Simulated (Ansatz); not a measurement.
For zinc-blende ZnSe, r²SCANh (Ansatz, a program for electronic structure, plane waves, PAW) gives:

| Property | Value |
|---|---|
| lattice constant a | 5.664 Å |
| bulk modulus | 66.3 GPa |
| cohesive energy | 2.83 eV/atom |

Problem. What does Hartree–Fock (PAW; Ansatz) give for the same quantities?

Solution. 
- lattice constant a: 5.868 Å (rises by 3.6 %)
- bulk modulus: 57.8 GPa (decreases by 13 %)
- cohesive energy: 1.81 eV/atom (decreases by 1.02 eV/atom)

For comparison: lattice constant a 5.668 Å (measured, room temperature, not corrected to a static lattice; as tabulated in Albrecht et al. (1997), arXiv:cond-mat/9706128); bulk modulus 62.4 GPa (measured, temperature not stated, not corrected to a static lattice, our sources range from 62.4 to 69.3; as tabulated in Toher et al. (2017), arXiv:1611.05714); cohesive energy 2.67 eV/atom (measured, zero-point energy (9/8 kB θD) added and atomic spin-orbit splittings removed, spin-orbit-averaged atoms; as tabulated in Albrecht et al. (1997), arXiv:cond-mat/9706128).

Changes are worked out from the printed values.

Unless a cell is named, each level is at its own relaxed cell (r²SCANh 22.71, Hartree–Fock 25.25 Å³/atom).

Caveats: the cell is over a tenth larger than the published one: the level's own overestimate first of all, though another phase or state, or a fault of the published cell, is possible (Hartree–Fock). Ansatz's density-functional and Hartree–Fock values are scalar-relativistic unless marked +SOC, with PAW data made under PBE.
